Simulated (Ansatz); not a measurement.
nitric oxide (NO), SMILES [N]=O, multiplicity 2.

Geometry optimised at PBE-D3(BJ)/def2-TZVPD.

Two levels are set side by side: PBE/def2-TZVPD (Ansatz, a program for electronic structure) and PBE0/def2-TZVPD (Ansatz). Energy differences of separate SCF runs at the same geometry; the states with an electron removed or added have multiplicity 1 and 3. Differences are taken from unrounded values.

```json
[
 {"quantity": "vertical ionisation energy (eV)", "PBE0": "10.25"}
]
```

### Question
What does PBE give, and how far is it from PBE0? (An estimate is asked for; the answer gives what the named calculation found.)

### Answer

```
quantity                          PBE  PBE minus PBE0
-------------------------------  ----  --------------
vertical ionisation energy (eV)  9.95           -0.30
```
